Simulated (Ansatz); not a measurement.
System: acetylene, C$_{2}$H$_{2}$ (charge 0, singlet). 
Structure (B3LYP-D3(BJ)/def2-TZVP (Ansatz, an electronic-structure program) minimum search):
```xyz
4

C      0.0000     0.0000    -0.5984
C      0.0000     0.0000     0.5984
H      0.0000     0.0000     1.6611
H      0.0000     0.0000    -1.6611
```
Charge 0, spin multiplicity 1.

Basis-set convergence of Hartree-Fock and CCSD(T) correlation energies (hartree) with Ansatz. Cores are frozen in the correlated levels unless marked. Spin-orbit coupling is left out. Non-relativistic.

| basis | functions | E(HF) | E(corr, CCSD(T)) |
|---|---|---|---|
| aug-cc-pVDZ | 64 | -76.82868 | -0.29023 |
| aug-cc-pVTZ | 138 | -76.85066 | -0.34120 |
| aug-cc-pVQZ | 252 | -76.85509 | -0.35571 |

Extrapolating the two largest sets (X = 3 and 4) as X^-3: E(corr) = (64·(-0.35571) - 27·(-0.34120))/37 = -0.3663 Eh, an estimate of the basis-set limit. The largest set recovers 97.1 % of it, the smallest 79.2 %.
